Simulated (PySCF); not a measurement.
Phosphorus: a sound run and one with changed settings

Sound run: P [Ne] 3s2 3p3, P⁺ [Ne] 3s2 3p2. Calculation: PySCF 2.14, in def2-SVP; the non-relativistic Hamiltonian (point nucleus). The sound run starts from symmetry-adapted Hartree-Fock orbitals and uses a fine grid where one is needed.

A second run was set up differently.

| species | method | sound run (hartree) | changed run (hartree) | converged |
| --- | --- | --- | --- | --- |
| P | UHF | -340.59744 | -340.59744 | yes |
| P | BP86 | -341.17838 | -341.17838 | yes |
| P | MN15 | -341.00370 | -341.00370 | yes |
| P⁺ | UHF | -340.23220 | -340.23220 | yes |
| P⁺ | BP86 | -340.79226 | -340.79247 | yes |
| P⁺ | MN15 | -340.62191 | -340.62122 | yes |

Ionisation energy of P:

```tsv
method	sound run (eV)	changed run (eV)
UHF	9.939	9.939
BP86	10.507	10.501
MN15	10.389	10.408
```

(1) What was changed?
A. basis contracted for another Hamiltonian
B. level shift left on
C. angular grid far too coarse
D. a valence shell is frozen

Answers

(1) C. It used 14 angular points. A coarse angular grid integrates products of high-l functions wrongly, so density functionals can shift, and the SCF can exploit the error; Hartree-Fock and MP2 need no grid.
